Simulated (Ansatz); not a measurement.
```yaml
crystal:
  periodic: [false, false, false]
  atoms:
    - {symbol: C, position_ang: [-0.568553, 1.250931, 0.006419]}
    - {symbol: C, position_ang: [0.739507, 1.030235, -0.294448]}
    - {symbol: C, position_ang: [0.900125, -0.383797, -0.182086]}
    - {symbol: C, position_ang: [-0.304102, -0.929162, 0.175425]}
    - {symbol: N, position_ang: [-1.209370, 0.099606, 0.289402]}
    - {symbol: H, position_ang: [1.486989, 1.759148, -0.558375]}
    - {symbol: H, position_ang: [1.814814, -0.931652, -0.350023]}
    - {symbol: H, position_ang: [-0.594481, -1.951189, 0.357419]}
    - {symbol: H, position_ang: [-2.176630, 0.009679, 0.539068]}
basis:
  gaussian: {orbitals: cc-pVTZ, final_grid: {core_spheres: 8, valence_spheres: 7, degree: 23}}
magnetization: {spin_polarized: true, initial_magnetization: 1}
hamiltonian: {xc: {name: HF}}
correlation: {active_space: {window: {electrons: 6, orbitals: 2}}}
scf: {lower_state_search: full}
```

```sh
$ ansatz run in.yaml --threads 4 --pin off --events-out ev --progress --plain --max-ram 10444MiB
```

Output, abridged:

```
Error: invalid value for `correlation.active_space`: it starts from restricted Hartree–Fock orbitals; set hamiltonian.xc: hf without magnetization.spin_polarized
```
